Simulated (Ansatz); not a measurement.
# HSi–GeH2, doublet in cc-pVTZ: errors against UCCSDT(Q)

Geometry: a PBE0/def2-TZVP stationary point for this spin, not checked as a minimum.

```xyz
5

Si   -0.0291    0.0911    1.6863
Ge    0.0129   -0.0156   -0.6336
H     0.2341   -1.4090    1.7523
H    -0.3266   -1.2336   -1.5256
H    -0.0229    1.2257   -1.5544
```

Basis cc-pVTZ; Ansatz 0.2.0. Only valence electrons are correlated (noble-gas cores and the filled d shells of p-block atoms frozen), which leaves 11 electrons in 100 orbitals. R marks a restricted (for open shells ROHF) determinant, U an unrestricted one. Active spaces: pair = (3e, 3o) about the gap. No spin–orbit coupling is included, and no scalar relativity.

Full CI isn't at hand for all of this; UCCSDT(Q) serves as the reference, and is uncertain by the last step of the cluster series or more. The frozen core follows each run's orbitals, which can shift R against U totals by a few meV for light atoms and by up to 0.1 eV past Ca.

Unrestricted rows (U) aren't spin-pure: their determinants' ⟨S²⟩ exceeds S(S+1) by up to 0.23, so they mix in states of higher spin.

The UHF ⟨S²⟩ is 0.979 and the T1 diagnostic (RCCSD) is 0.0351. The largest doubles amplitude (RCCSD) is 0.065 and the T1 diagnostic (UCCSD) is 0.0503.

```tsv
level	E − E(UHF) (eV)
UMP2	-5.4147
UCCSD	-6.6331
UCCSD(T)	-6.9092
```

**Question.** Estimate how far UCCSDT(Q) in cc-pVTZ lies from UCCSD(T). The table doesn't fix it; the size of (T) and the diagnostics are the guide.

**Answer.** UCCSDT(Q) in cc-pVTZ lies 6.7 kJ/mol below UCCSD(T), which is 25 % of the (T) step (-26.6 kJ/mol). T1 is raised, the determinant isn't spin-pure, and the rest is a large part of (T). The miss exceeds 1 kcal/mol.

The other levels:

```tsv
level	E − E(UCCSDT(Q)) (kJ/mol)	wall time
UCCSDT	1.7	–
```

Run but not shown, since their state, orbitals or frozen core can't be matched to the reference's or they repeat it: RHF, RMP2, RCCSD, RCCSD(T), BCCD(T), RCCSDT, RCCSDT(Q), CASSCF (pair space), NEVPT2 (pair space).
